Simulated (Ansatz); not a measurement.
Program: Ansatz. Geometries: PBE0-D4/def2-TZVP. ΔE: electronic, gas phase. CCSD(T)/CBS adds triple-zeta CCSD(T) − MP2 to the extrapolated MP2 energy (def2 sets, frozen cores). This one scheme is used for every species. DFT in def2-TZVPP. HSE06 is defined as in plane-wave codes. One conformer a species, not always the lowest.

`CCNCF` + `C#CF` → `CCC#CF` + `NCF`  (formal exchange of groups at a C–N bond)

**Question.** Is it downhill or uphill in electronic energy at CCSD(T)/CBS, and by how much? (Best estimate.)

**Answer.** Ansatz gave: Downhill: ΔE = -0.44 eV.

**Question.** What do these levels give: r2SCAN-D4, r2SCANh-D4, HSE06-D4, r2SCANh, CCSD(T)/def2-SVP, MP2/def2-TZVPP? (Best estimate.)

**Answer.** Computed: r2SCAN-D4 -0.47, r2SCANh-D4 -0.47, HSE06-D4 -0.50, r2SCANh -0.48, CCSD(T)/def2-SVP -0.40, MP2/def2-TZVPP -0.46 eV.

**Question.** What do rigid-rotor, harmonic-oscillator terms from PBE0-D4/def2-TZVP frequencies (298.15 K, 1 bar) make of the CCSD(T)/CBS value? (Best estimate.)

**Answer.** Computed: ΔZPE = +0.02 eV, ΔH = -0.42 eV, ΔS = 17 J/(mol·K), ΔG = -0.47 eV.

Largest T1 diagnostic among the species: 0.013.

At CCSD(T), def2-SVP lies +0.03 eV from the extrapolated value and def2-TZVPP +0.01 eV. In def2-TZVPP, CCSD(T) changes the Hartree–Fock value by +0.07 eV (the triples alone add +0.01 eV) and MP2 by +0.04 eV.
